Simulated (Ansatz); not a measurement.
# BOF (fluoro(oxo)borane): BCCD/def2-SV(P) (sfX2C)

Aim: the vertical electron affinity of BOF (fluoro(oxo)borane) at BCCD/def2-SV(P) (sfX2C), from 2 runs. 

Program for the calculation: Ansatz 0.2.0.

11 further runs of the same task are left out: 1 that didn't finish, 10 set aside as unsound or not needed.

## 1. The system as given

The species is BOF (3 atoms), meant as a singlet with charge 0. As SMILES, `O=BF`. Geometry: relaxed at PBE0-D4/def2-TZVP.

Bond lengths: O1–B2 1.206 Å, B2–F3 1.282 Å. Angles: O1–B2–F3 180.0°.

## 2. Energy and gradient at BCCD/def2-SV(P) (sfX2C)

run.yaml reads:

```yaml
crystal:
  periodic: [false, false, false]
  atoms:
    - {symbol: O, position_ang: [0.983100, -0.565100, 0.479900]}
    - {symbol: B, position_ang: [0.020300, -0.011600, 0.009900]}
    - {symbol: F, position_ang: [-1.003400, 0.576800, -0.489800]}
basis:
  gaussian: {orbitals: def2-SV_P_.json}
hamiltonian: {pseudopotentials: {relativity: scalar}}
correlation: {method: bccd, electrons: all}
output: {forces: true, orbitals: {seedname: orbitals}}
```

The basis set def2-SV(P) is read from a file made from the Basis Set Exchange's data (not shown).

On the command line:

```console
$ ansatz run run.yaml --threads 1 --pin off --max-ram 2610MiB --events-out events.jsonl --progress --plain --runs-dir runs
```

Standard output:

```text
Warning: RAYON_NUM_THREADS=1 ignored (pool sized by the plan → 1); use --threads N
Functional definition: HF
  name "HF"
  exchange = exact_x
  correlation = 0
400 factors; integrals over basis functions are off by at most 8.9e-4 eV
mean field evaluation 1: about -5413.1262 eV, gradient 4.1e1 eV
mean field evaluation 2: about -5413.1295 eV, gradient 4.1e1 eV
mean field evaluation 4: about -5416.5101 eV, gradient 2.6e0 eV
mean field evaluation 8: about -5416.5425 eV, gradient 9.9e-2 eV
mean field evaluation 16: about -5416.5308 eV, gradient 1.3e0 eV
mean field -5416.54259586 eV, -199.0542689335 hartree, gradient 1.7e-6 eV, S^2 0.000000; 0 other end points of the search recorded, 0 dependent functions left out
reference -5416.54259586 eV, -199.0542689335 hartree; 11, 11 occupied and 31, 31 virtual orbitals, 400 factors
second order -12.27816827 eV of doubles, -0.00000000 eV of singles
cycle   1  -11.91734241 eV  change    3.6e-1 eV  update   9.9e-2
cycle   2  -12.21767785 eV  change   -3.0e-1 eV  update   3.6e-2
cycle   3  -12.29067738 eV  change   -7.3e-2 eV  update   1.6e-2
cycle   4  -12.28667433 eV  change    4.0e-3 eV  update   4.5e-3
cycle   5  -12.28270757 eV  change    4.0e-3 eV  update   1.0e-3
cycle   6  -12.28272807 eV  change   -2.1e-5 eV  update   3.6e-4
cycle   7  -12.28302864 eV  change   -3.0e-4 eV  update   7.9e-5
cycle   8  -12.28299965 eV  change    2.9e-5 eV  update   1.9e-5
cycle   9  -12.28299586 eV  change    3.8e-6 eV  update   4.5e-6
the calculation of the forces begins
Total energy: -5428.82559173 eV, -199.5056607058 hartree
Relativity: scalar
Atom 0 at     0.983100    -0.565100     0.479900 Å, force    -0.009421     0.005640    -0.004658 eV/Å
Atom 1 at     0.020300    -0.011600     0.009900 Å, force     0.264701    -0.152581     0.129323 eV/Å
Atom 2 at    -1.003400     0.576800    -0.489800 Å, force    -0.255279     0.146940    -0.124665 eV/Å
Dipole moment:    -0.321298     0.184734    -0.156851 e Å
```

Run time: 1.5 s. Hardware: 1 thread of Arm Neoverse V2, shared host.

## 3. The doublet anion

run.yaml, as its differences from that of step 2:

```diff
@@ -8,2 +8,4 @@
   gaussian: {orbitals: def2-SV_P_.json}
+total_charge: -1
+magnetization: {spin_polarized: true, initial_magnetization: 1}
 hamiltonian: {pseudopotentials: {relativity: scalar}}
```

The basis set def2-SV(P) is read from a file made from the Basis Set Exchange's data (not shown).

On the command line:

```console
$ ansatz run run.yaml --threads 1 --pin off --max-ram 2610MiB --events-out events.jsonl --progress --plain --runs-dir runs
```

Standard output:

```text
Warning: RAYON_NUM_THREADS=1 ignored (pool sized by the plan → 1); use --threads N
Functional definition: HF
  name "HF"
  exchange = exact_x
  correlation = 0
400 factors; integrals over basis functions are off by at most 8.9e-4 eV
mean field evaluation 1: about -5411.1186 eV, gradient 2.2e1 eV
mean field evaluation 2: about -5411.1983 eV, gradient 2.2e1 eV
mean field evaluation 4: about -5413.4540 eV, gradient 2.3e0 eV
mean field evaluation 8: about -5413.5378 eV, gradient 4.0e-1 eV
mean field evaluation 16: about -5413.5434 eV, gradient 5.7e-6 eV
mean field evaluation 32: about -5412.5323 eV, gradient 5.8e0 eV
mean field evaluation 64: about -5411.6287 eV, gradient 3.9e-1 eV
mean field -5413.54336570 eV, -198.9440492579 hartree, gradient 5.7e-6 eV, S^2 0.767964; 5 other end points of the search recorded, 0 dependent functions left out
determinant -5413.54336570 eV, -198.9440492579 hartree, with singles and doubles -5426.17682728 eV, -199.4083204078 hartree
determinant -5411.63098638 eV, -198.8737706141 hartree, with singles and doubles -5424.03015416 eV, -199.3294316257 hartree
reference -5413.54336570 eV, -198.9440492579 hartree; 12, 11 occupied and 30, 31 virtual orbitals, 400 factors
second order -12.58916324 eV of doubles, -0.00000000 eV of singles
cycle   1  -12.58273734 eV  change    5.1e-2 eV  update   1.6e-2
cycle   2  -12.58697912 eV  change   -4.2e-3 eV  update   5.5e-3
cycle   3  -12.58947087 eV  change   -2.5e-3 eV  update   1.9e-3
cycle   4  -12.58818420 eV  change    1.3e-3 eV  update   8.2e-4
cycle   5  -12.58788325 eV  change    3.0e-4 eV  update   4.3e-4
cycle   6  -12.58841451 eV  change   -5.3e-4 eV  update   1.7e-4
cycle   7  -12.58826373 eV  change    1.5e-4 eV  update   6.2e-5
cycle   8  -12.58826757 eV  change   -3.8e-6 eV  update   1.4e-5
cycle   9  -12.58826723 eV  change    3.5e-7 eV  update   4.2e-6
cycle  10  -12.58826868 eV  change   -1.5e-6 eV  update   1.4e-6
cycle  11  -12.58826873 eV  change   -5.8e-8 eV  update   4.8e-7
the calculation of the forces begins
mean field evaluation 96: about -5413.4366 eV, gradient 4.2e-1 eV
Total energy: -5426.13163443 eV, -199.4066596013 hartree
Relativity: scalar
Atom 0 at     0.983100    -0.565100     0.479900 Å, force     2.041544    -1.174673     0.996865 eV/Å
Atom 1 at     0.020300    -0.011600     0.009900 Å, force     0.724784    -0.414392     0.353215 eV/Å
Atom 2 at    -1.003400     0.576800    -0.489800 Å, force    -2.766328     1.589066    -1.350081 eV/Å
Dipole moment:    -0.295698     0.169782    -0.144293 e Å
```

Run time: 8.1 s. Hardware: 1 thread of Arm Neoverse V2, shared host; peak memory 0.23 GiB.

## 4. What came out

Level: BCCD/def2-SV(P) (sfX2C).

| quantity | value |
| --- | --- |
| singlet BOF: total energy | -199.50566 Eh |
| singlet BOF: dipole moment (correlated density) | 1.93 D |
| singlet BOF: HOMO energy (Hartree–Fock orbitals) | -14.18 eV |
| singlet BOF: LUMO energy (Hartree–Fock orbitals) | 3.27 eV |
| singlet BOF: HOMO–LUMO gap (Hartree–Fock orbitals) | 17.46 eV |
| singlet BOF: correlation energy | -451.4 mEh |
| singlet BOF: largest force on an atom | 0.332 eV/Å |
| doublet anion: total energy | -199.40666 Eh |
| doublet anion: HOMO energy (Hartree–Fock orbitals) (highest over α and β) | 2.70 eV |
| doublet anion: LUMO energy (Hartree–Fock orbitals) (lowest over α and β) | 10.54 eV |
| doublet anion: correlation energy | -462.6 mEh |
| doublet anion: ⟨S²⟩ of the reference determinant | 0.768 |
| doublet anion: largest force on an atom | 3.464 eV/Å |
| vertical electron affinity (to the doublet anion) | -2.694 eV |

In words: The anion lies 2.69 eV (260 kJ/mol) above the neutral: the electron isn't bound at this level, and such a value depends on the basis. Without diffuse functions anions come out too high. The largest force (singlet BOF) is 0.33 eV/Å: the shape isn't a stationary point for this species at this level. The HOMO (doublet anion) lies at positive energy, 2.70 eV: the electron is unbound at this level or held by a compact basis; values depend on the basis.
